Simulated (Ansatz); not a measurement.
A made-up structure of Si2NH5, singlet:

```
atom    x (Å)    y (Å)    z (Å)
  N1   0.1958   0.4817   0.2387
 Si2  -1.0828   0.9771  -0.7511
 Si3   1.2250  -1.4897   0.2312
  H4  -2.0012   0.0666  -1.3377
  H5  -1.3285   2.3281  -1.1127
  H6   0.6630   1.3465   0.5113
  H7   1.6867  -1.5117   1.6603
  H8   0.0877  -2.4681   0.1581
```

It is relaxed with PBE-D4/def2-SVP and then PBE0-D4/def2-TZVP (Ansatz 0.2.0). Atoms count as bonded within 1.22 times the sum of their covalent radii (H–H: 0.88 Å). The end point is not checked to be a true minimum.

Question: Does its bonding change? (Judge from chemistry; the calculation decides.)

Answer: The calculation gives: Yes. Formed: N1–Si3; broken: none.

Where it ends: The first stage lowers the energy by 1.17 eV in 10 steps. It ends as Si₂NH₅ ([SiH2][NH][SiH2]):
| atom | x (Å) | y (Å) | z (Å) |
| --- | --- | --- | --- |
| N1 | 0.3092 | 0.4681 | 0.2212 |
| Si2 | -1.2377 | 0.9428 | -0.3804 |
| Si3 | 1.0320 | -1.0997 | 0.2313 |
| H4 | -1.8453 | -0.2952 | -0.9547 |
| H5 | -1.0807 | 2.0155 | -1.4138 |
| H6 | 0.8686 | 1.2099 | 0.6222 |
| H7 | 1.3867 | -1.4928 | 1.6324 |
| H8 | 0.0129 | -2.0180 | -0.3601 |

Labels in which every atom is bracketed show which atoms are joined, not bond orders.

For scale, one of the runs: PBE0-D4/def2-TZVP relaxation, 135 basis functions, launched by `ansatz run in.yaml --threads 2 --pin off --events-out ev --progress --plain --max-ram 4352MiB`. The run took about 30 s on 2 CPU threads of an Arm Neoverse V2 (shared host).
